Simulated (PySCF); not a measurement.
CFCl3.
SMILES: `ClC(Cl)(Cl)F`

The closed-shell ground state was solved at several levels (PySCF, density fitting, gas phase, non-relativistic). Geometry: GFN2-xTB; no solvent, vibrations or thermal averaging.

```
            level  basis functions  HOMO (eV)  LUMO (eV)  gap (eV)  dipole (D)
  LC-wPBE/pcseg-1               82     -12.16       1.02     13.18        0.46
BHandHLYP/pcseg-1               82     -10.64      -0.34     10.30        0.58
     OLYP/pcseg-1               82      -7.70      -2.34      5.36        0.34
  wB97X-D/pcseg-1               82     -11.22       0.34     11.56        0.50
    HSE06/pcseg-1               82      -8.91      -1.88      7.03        0.49
```

Question: What might B97-2/pcseg-1 (82 basis functions) give for the same quantities?

Answer: HOMO -9.06 eV, LUMO -1.58 eV, gap 7.48 eV, dipole 0.48 D.

Question: Over all these levels, which gives the widest orbital gap and which the narrowest?

Answer: LC-wPBE/pcseg-1 (range-separated hybrid) has the widest, 13.18 eV, and OLYP/pcseg-1 (GGA) the narrowest, 5.36 eV. From the narrowest to the widest the HOMO moves by -4.46 eV and the LUMO by +3.36 eV.

Question: In the pcseg-1 basis, how does the gap go with the fixed share of exact exchange?

Answer: OLYP (0 %) 5.36 eV; B97-2 (21 %) 7.48 eV; BHandHLYP (50 %) 10.30 eV. Each rise in the share widens the gap here.

Question: How far do the dipole and the HOMO energy spread over the levels?

Answer: The dipole runs from 0.34 to 0.58 D (mean 0.47 D) and the HOMO from -12.16 to -7.70 eV.
